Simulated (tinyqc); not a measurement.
Inside a calculation (part 2 of 2). Method: RHF in the sto-3g basis, for H2O, spin multiplicity 1. Computed by tinyqc, a small Python program that keeps every step (integrals from PySCF). Command: `OMP_NUM_THREADS=1 python tinyqc.py 20736 20737 out.jsonl` (the two numbers bound the seeds that draw the settings). One thread of a shared host (Intel(R) Xeon(R) Processor @ 2.60GHz), about 0.1 s of CPU time with the checks.

Geometry (angstrom):
```
atom        x         y        z
O     0.00000   0.00000  0.00000
H     0.00000   0.75900  0.58500
H     0.00000  -0.75900  0.58500
```

## Iteration 16 (converged): orbitals

converged F (hartree):
```
            1O 1s     1O 2s    1O 2px    1O 2py    1O 2pz     2H 1s     3H 1s
1O 1s   -20.23271  -5.16301   0.00000   0.00000  -0.02937  -1.19230  -1.19230
1O 2s    -5.16301  -2.44545   0.00000   0.00000  -0.12621  -1.02241  -1.02241
1O 2px    0.00000   0.00000  -0.39099   0.00000   0.00000   0.00000   0.00000
1O 2py    0.00000   0.00000   0.00000  -0.31850   0.00000  -0.39613   0.39613
1O 2pz   -0.02937  -0.12621   0.00000   0.00000  -0.35076  -0.36666  -0.36666
2H 1s    -1.19230  -1.02241   0.00000  -0.39613  -0.36666  -0.57700  -0.39146
3H 1s    -1.19230  -1.02241   0.00000   0.39613  -0.36666  -0.39146  -0.57700
```

X:
```
           1O 1s     1O 2s   1O 2px    1O 2py    1O 2pz     2H 1s     3H 1s
1O 1s    1.02420  -0.14340  0.00000   0.00000  -0.01022   0.02202   0.02202
1O 2s   -0.14340   1.24710  0.00000   0.00000   0.11165  -0.29610  -0.29610
1O 2px   0.00000   0.00000  1.00000   0.00000   0.00000   0.00000   0.00000
1O 2py   0.00000   0.00000  0.00000   1.11406   0.00000  -0.23195   0.23195
1O 2pz  -0.01022   0.11165  0.00000   0.00000   1.05537  -0.14731  -0.14731
2H 1s    0.02202  -0.29610  0.00000  -0.23195  -0.14731   1.21027  -0.09022
3H 1s    0.02202  -0.29610  0.00000   0.23195  -0.14731  -0.09022   1.21027
```

Diagonalise F' = X^T F X, C = X C', fill 5 alpha and 5 beta electrons from the bottom; D = 2 C_occ C_occ^T. Each column has its largest component positive (the first on a tie).

F' = X^T F X (hartree):
```
           1         2         3         4         5         6         7
1  -19.85281  -2.69501   0.00000   0.00000  -0.05548  -0.18586  -0.18586
2   -2.69501  -1.22500   0.00000   0.00000   0.11619  -0.51867  -0.51867
3    0.00000   0.00000  -0.39099   0.00000   0.00000   0.00000   0.00000
4    0.00000   0.00000   0.00000  -0.00582   0.00000  -0.47827   0.47827
5   -0.05548   0.11619   0.00000   0.00000  -0.19453  -0.33280  -0.33280
6   -0.18586  -0.51867   0.00000  -0.47827  -0.33280   0.02249  -0.10739
7   -0.18586  -0.51867   0.00000   0.47827  -0.33280  -0.10739   0.02249
```

orbital energies (hartree): MO1 -20.24154, MO2 -1.26757, MO3 -0.61774, MO4 -0.45230, MO5 -0.39099, MO6 0.60417, MO7 0.74179

coefficients C:
```
             MO1       MO2       MO3       MO4      MO5       MO6       MO7
1O 1s    0.99413  -0.23285   0.00000   0.10297  0.00000  -0.13234   0.00000
1O 2s    0.02654   0.83394   0.00000  -0.53580  0.00000   0.88340   0.00000
1O 2px   0.00000   0.00000   0.00000   0.00000  1.00000   0.00000   0.00000
1O 2py   0.00000   0.00000   0.60607   0.00000  0.00000   0.00000   0.99066
1O 2pz   0.00433   0.12897   0.00000   0.77724  0.00000   0.74096   0.00000
2H 1s   -0.00596   0.15869   0.44494   0.27800  0.00000  -0.79663  -0.83753
3H 1s   -0.00596   0.15869  -0.44494   0.27800  0.00000  -0.79663   0.83753
```

D after iteration 16:
```
           1O 1s     1O 2s   1O 2px    1O 2py    1O 2pz     2H 1s     3H 1s
1O 1s    2.10624  -0.44593  0.00000   0.00000   0.10861  -0.02850  -0.02850
1O 2s   -0.44593   1.96649  0.00000   0.00000  -0.61755  -0.03355  -0.03355
1O 2px   0.00000   0.00000  2.00000   0.00000   0.00000   0.00000   0.00000
1O 2py   0.00000   0.00000  0.00000   0.73464   0.00000   0.53933  -0.53933
1O 2pz   0.10861  -0.61755  0.00000   0.00000   1.24150   0.47303   0.47303
2H 1s   -0.02850  -0.03355  0.00000   0.53933   0.47303   0.60095  -0.19094
3H 1s   -0.02850  -0.03355  0.00000  -0.53933   0.47303  -0.19094   0.60095
```

## Convergence

Stop when the energy changes by less than 1e-09 hartree and every element of the error matrix X^T (F D S - S D F) X is below 9e-06.

Course of the cycle:
```
iteration  E (hartree)     change  largest element of the error matrix
1          -73.2334134          -                             6.92e-01
2          -74.5761753  -1.34e+00                             1.46e-01
3          -74.8829970  -3.07e-01                             4.70e-02
4          -74.9467968  -6.38e-02                             9.26e-03
5          -74.9597475  -1.30e-02                             2.38e-03
6          -74.9623525  -2.61e-03                             4.44e-04
7          -74.9628753  -5.23e-04                             9.15e-05
8          -74.9629799  -1.05e-04                             1.83e-05
9          -74.9630008  -2.09e-05                             3.63e-06
10         -74.9630050  -4.19e-06                             6.81e-07
11         -74.9630058  -8.37e-07                             1.36e-07
12         -74.9630060  -1.67e-07                             2.72e-08
13         -74.9630060  -3.35e-08                             5.45e-09
14         -74.9630061  -6.70e-09                             1.08e-09
15         -74.9630061  -1.34e-09                             2.14e-10
16         -74.9630061  -2.68e-10                             4.28e-11
```

PySCF RHF in the same basis = -74.9630061 hartree

Converged in 16 iterations.

## Populations, bond orders and dipole

overlap S:
```
          1O 1s    1O 2s   1O 2px    1O 2py   1O 2pz    2H 1s     3H 1s
1O 1s   1.00000  0.23670  0.00000   0.00000  0.00000  0.05384   0.05384
1O 2s   0.23670  1.00000  0.00000   0.00000  0.00000  0.47410   0.47410
1O 2px  0.00000  0.00000  1.00000   0.00000  0.00000  0.00000   0.00000
1O 2py  0.00000  0.00000  0.00000   1.00000  0.00000  0.31133  -0.31133
1O 2pz  0.00000  0.00000  0.00000   0.00000  1.00000  0.23996   0.23996
2H 1s   0.05384  0.47410  0.00000   0.31133  0.23996  1.00000   0.25024
3H 1s   0.05384  0.47410  0.00000  -0.31133  0.23996  0.25024   1.00000
```

Mulliken: Z minus the diagonal of D S on the atom; Loewdin: the same with S^(1/2) D S^(1/2); Mayer order: 2 sum_s sum (D(s) S)_ij (D(s) S)_ji over the two atoms.

Charges (e):
```
atom  Mulliken   Loewdin
1O    -0.36571  -0.25307
2H     0.18286   0.12653
3H     0.18286   0.12653
```

Mayer bond orders:
```
pair    order
2-1   0.95393
3-1   0.95393
3-2   0.01263
```

dipole moment about the origin, x y z (debye): 0.00000  0.00000  1.72286
